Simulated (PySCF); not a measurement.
An unknown is described by computed data only.

Formula: CH3BS.

* Polarisability: 47.5 au [CAM-B3LYP/def2-SVPD]
* 13C NMR: chemical shifts (computed TMS as zero) by class: -3.7 (1 C) ppm [GIAO B97-2/pcSseg-2]
* Rotational structure: rotational constants A, B, C: 157.331, 4.545, 4.545 GHz [PBE0-D3(BJ)/def2-SVP]
* Valence photoelectron: vertical ionisation energy: 10.42 eV [ΔSCF CAM-B3LYP/def2-SVPD]
* UV, first state: lowest singlet excitation: 5.38 eV (230 nm, f = 0.000) [TDDFT CAM-B3LYP/def2-SVPD]
* Triplet: lowest triplet excitation (Tamm–Dancoff): 4.58 eV [TDA CAM-B3LYP/def2-SVPD]
* UV, strongest line: among the 10 lowest singlet transitions: S6 at 7.95 eV (156 nm, f = 0.726) [TDDFT CAM-B3LYP/def2-SVPD]
* NMR, other nuclei: isotropic shieldings of nuclei other than C and H, by class: 42 (1 B), 549 (1 S) ppm [GIAO B97-2/pcSseg-2]
* Dipole: 2.87 D [CAM-B3LYP/def2-SVPD]
* 1H NMR: chemical shifts (computed TMS as zero) by class: 0.82 (3 H) ppm [GIAO B97-2/pcSseg-2]

The electronic properties come from PySCF, for the isolated species, density fitting. Levels stand in brackets. Isolated species at its PBE0-D3(BJ)/def2-SVP geometry, gas phase. Each NMR value is the plain mean over a class of atoms that symmetry, rotation or inversion makes alike.

Problem. What is the compound? Reason from the data.

Solution. Numbering: `[CH3:1][B:2]=[S:3]`. The one carbon: sp3 carbon bound to boron [C1] (-3.7 ppm). All hydrogens form one class (0.82 ppm): methyl hydrogen. The other shieldings belong to: 42 ppm, boron bonded to C and S [B2]; 549 ppm, sulfur bonded to B [S3]. The optimised geometry has point group C3v and is a prolate symmetric top. Structure: `CB=S` (methylthioborine). The assignments are read from this structure; whether some other isomer fits the data as well wasn't checked.
